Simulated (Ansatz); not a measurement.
Born–Oppenheimer molecular dynamics of AlH$_{3}$O (5 atoms, charge 0, multiplicity 1). It starts from a relaxed structure.

Theory: RKS LDA/def2-SVP (Ansatz 0.2.0).

| Quantity | Value |
| --- | --- |
| ensemble | NVT, Langevin thermostat |
| time step | 0.5 fs |
| steps asked | 250 |
| set temperature | 1000 K |
| friction | 0.01 /fs |
| temperature schedule | 62 steps to 1000 K, then 188 steps to 10 K |
| seed | 804911 |

Frames 1 fs apart, positions in Å, forces in eV/Å.

Velocities at 50 fs (Å/ps):

```
Al 2.66 4.20 6.54
H 72.46 30.53 -1.34
H -36.91 -2.28 13.29
O -5.25 -0.01 11.90
H 17.35 -15.53 5.79
```

```xyz
5
Properties=species:S:1:pos:R:3:forces:R:3 time_fs=50 energy_less_start_eV=0.243 T=1034
Al 0.131 -0.080 0.100 -1.23 0.21 -0.86
H 0.902 -1.457 0.342 0.14 0.04 0.12
H 0.667 1.457 0.318 -0.26 -0.57 0.03
O -1.464 -0.276 -0.672 1.07 -2.22 -0.38
H -1.602 -1.241 -1.050 0.27 2.54 1.09
5
Properties=species:S:1:pos:R:3:forces:R:3 time_fs=51 energy_less_start_eV=0.231 T=1000
Al 0.133 -0.076 0.106 -1.25 0.02 -0.87
H 0.972 -1.428 0.337 0.01 0.12 0.08
H 0.630 1.453 0.330 -0.18 -0.37 0.06
O -1.469 -0.276 -0.660 1.26 -2.26 -0.31
H -1.583 -1.244 -1.038 0.16 2.48 1.04
5
Properties=species:S:1:pos:R:3:forces:R:3 time_fs=52 energy_less_start_eV=0.182 T=1039
Al 0.135 -0.074 0.113 -1.24 -0.16 -0.89
H 1.040 -1.402 0.326 -0.15 0.22 0.04
H 0.587 1.450 0.340 -0.10 -0.18 0.11
O -1.474 -0.278 -0.649 1.52 -1.65 0.01
H -1.562 -1.226 -1.019 -0.03 1.76 0.73
5
Properties=species:S:1:pos:R:3:forces:R:3 time_fs=53 energy_less_start_eV=0.151 T=1165
Al 0.135 -0.073 0.119 -1.18 -0.34 -0.91
H 1.111 -1.376 0.310 -0.33 0.33 0.01
H 0.541 1.445 0.351 -0.02 0.02 0.16
O -1.477 -0.280 -0.638 1.81 -0.04 0.72
H -1.546 -1.187 -0.996 -0.28 0.04 0.02
5
Properties=species:S:1:pos:R:3:forces:R:3 time_fs=54 energy_less_start_eV=0.239 T=1040
Al 0.135 -0.073 0.125 -1.03 -0.54 -0.90
H 1.181 -1.353 0.293 -0.54 0.46 -0.02
H 0.499 1.439 0.363 0.05 0.22 0.22
O -1.479 -0.282 -0.626 2.06 2.39 1.75
H -1.526 -1.145 -0.968 -0.54 -2.53 -1.04
5
Properties=species:S:1:pos:R:3:forces:R:3 time_fs=55 energy_less_start_eV=0.357 T=744
Al 0.134 -0.073 0.130 -0.85 -0.69 -0.88
H 1.245 -1.326 0.274 -0.72 0.54 -0.04
H 0.460 1.431 0.380 0.11 0.41 0.27
O -1.480 -0.283 -0.615 2.11 3.94 2.40
H -1.512 -1.124 -0.949 -0.65 -4.21 -1.75
5
Properties=species:S:1:pos:R:3:forces:R:3 time_fs=56 energy_less_start_eV=0.301 T=791
Al 0.132 -0.073 0.134 -0.64 -0.75 -0.84
H 1.299 -1.298 0.253 -0.86 0.59 -0.04
H 0.425 1.428 0.401 0.13 0.51 0.30
O -1.478 -0.282 -0.603 1.93 2.43 1.79
H -1.503 -1.141 -0.948 -0.57 -2.77 -1.20
5
Properties=species:S:1:pos:R:3:forces:R:3 time_fs=57 energy_less_start_eV=0.244 T=990
Al 0.131 -0.072 0.138 -0.43 -0.68 -0.82
H 1.348 -1.266 0.225 -0.96 0.59 -0.03
H 0.392 1.435 0.423 0.13 0.47 0.31
O -1.477 -0.280 -0.592 1.69 -0.58 0.54
H -1.497 -1.192 -0.958 -0.43 0.19 0.00
5
Properties=species:S:1:pos:R:3:forces:R:3 time_fs=58 energy_less_start_eV=0.323 T=895
Al 0.130 -0.071 0.142 -0.28 -0.49 -0.80
H 1.389 -1.224 0.192 -0.99 0.55 0.00
H 0.356 1.447 0.445 0.11 0.35 0.31
O -1.476 -0.279 -0.580 1.48 -2.62 -0.33
H -1.497 -1.243 -0.967 -0.32 2.20 0.81
5
Properties=species:S:1:pos:R:3:forces:R:3 time_fs=59 energy_less_start_eV=0.391 T=807
Al 0.129 -0.070 0.145 -0.17 -0.12 -0.73
H 1.419 -1.173 0.161 -0.96 0.43 0.03
H 0.316 1.464 0.469 0.09 0.14 0.28
O -1.473 -0.279 -0.569 1.29 -3.42 -0.69
H -1.501 -1.269 -0.966 -0.26 2.96 1.11
5
Properties=species:S:1:pos:R:3:forces:R:3 time_fs=60 energy_less_start_eV=0.358 T=828
Al 0.127 -0.070 0.148 -0.11 0.36 -0.63
H 1.439 -1.118 0.130 -0.87 0.29 0.05
H 0.274 1.485 0.495 0.09 -0.12 0.24
O -1.469 -0.280 -0.558 1.12 -3.34 -0.70
H -1.510 -1.263 -0.954 -0.23 2.81 1.05
5
Properties=species:S:1:pos:R:3:forces:R:3 time_fs=61 energy_less_start_eV=0.266 T=1009
Al 0.124 -0.071 0.151 -0.07 0.85 -0.51
H 1.454 -1.063 0.098 -0.75 0.13 0.07
H 0.229 1.505 0.520 0.10 -0.36 0.19
O -1.464 -0.282 -0.548 0.98 -2.50 -0.40
H -1.523 -1.232 -0.934 -0.26 1.88 0.65
```

Of the whole run (125 fs, mean temperature of the second half 681 K): The schedule's set-point averaged 339 K over the second half and the system 681 K, so it lags behind the ramp. A run of 0.12 ps of so small a system gives no equilibrium averages.

Time of the run: 2.2 min on 1 thread of Arm Neoverse V1, with other jobs on the host, peak memory 0.08 GiB.
